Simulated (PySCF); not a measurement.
Thiazole, C₃H₃NS, SMILES c1cscn1, point group Cs.

Level: PBE0/pcSseg-1 in PySCF (density fitting, grid level 2); geometry and Hessian at that level, cubic constants and property derivatives from steps of ±0.6 along each species' dimensionless normal coordinates, second-order vibrational perturbation theory. The parent has the commonest isotopes.

Equilibrium geometry (Å):

```csv
atom,x,y,z
C1,-0.6585,-0.7018,-0.0389
C2,-0.9457,0.4882,-0.6348
S3,0.4863,1.4260,-0.7811
C4,1.3611,0.1355,-0.0251
N5,0.6506,-0.8953,0.3041
H6,-1.3848,-1.4803,0.1727
H7,-1.9033,0.8518,-0.9864
H8,2.4305,0.2136,0.1479
```

Q: How much do zero-point and thermal motion change the parent's shieldings?

A: 
| atom | σe (ppm) | anharmonic part, 0 K | harmonic part, 0 K | Δσ at 0 K | Δσ at 298.15 K | Δσ at 500 K |
| --- | --- | --- | --- | --- | --- | --- |
| C1 | 37.36 | -1.15 | -2.01 | -3.16 | -3.27 | -3.63 |
| C2 | 59.56 | -1.65 | -2.42 | -4.07 | -4.29 | -4.83 |
| S3 | 230.21 | -7.46 | -13.19 | -20.65 | -21.95 | -25.70 |
| C4 | 27.70 | -1.52 | -1.97 | -3.49 | -3.73 | -4.27 |
| N5 | -98.43 | -2.98 | -4.99 | -7.97 | -8.32 | -9.44 |
| H6 | 23.38 | -0.10 | -0.33 | -0.43 | -0.43 | -0.45 |
| H7 | 24.23 | -0.10 | -0.31 | -0.41 | -0.42 | -0.44 |
| H8 | 22.97 | -0.12 | -0.34 | -0.46 | -0.47 | -0.51 |

Q: And the bond lengths, in the parent and with ²H at 6?

A: 
| bond | re (Å) | ⟨r⟩ at 0 K | between mean positions | ⟨r⟩, labelled |
| --- | --- | --- | --- | --- |
| C1–C2 | 1.3615 | 1.3688 | 1.3664 | 1.3687 |
| C2–S3 | 1.7179 | 1.7251 | 1.7239 | 1.7251 |
| S3–C4 | 1.7326 | 1.7410 | 1.7399 | 1.7410 |
| C4–N5 | 1.2945 | 1.3005 | 1.2981 | 1.3005 |
| N5–C1 | 1.3671 | 1.3742 | 1.3723 | 1.3740 |
| C1–H6 | 1.0855 | 1.1056 | 1.0893 | 1.1002 |
| C2–H7 | 1.0830 | 1.1025 | 1.0847 | 1.1024 |
| C4–H8 | 1.0861 | 1.1061 | 1.0893 | 1.1060 |

The study (199 SCF points, 107 basis functions) took 22 min on 1 thread of Intel Xeon Platinum 8488C, on a host shared with other jobs (rough), peak memory 0.58 GiB, launched as `OMP_NUM_THREADS=1 python ens_run.py task.json out`.
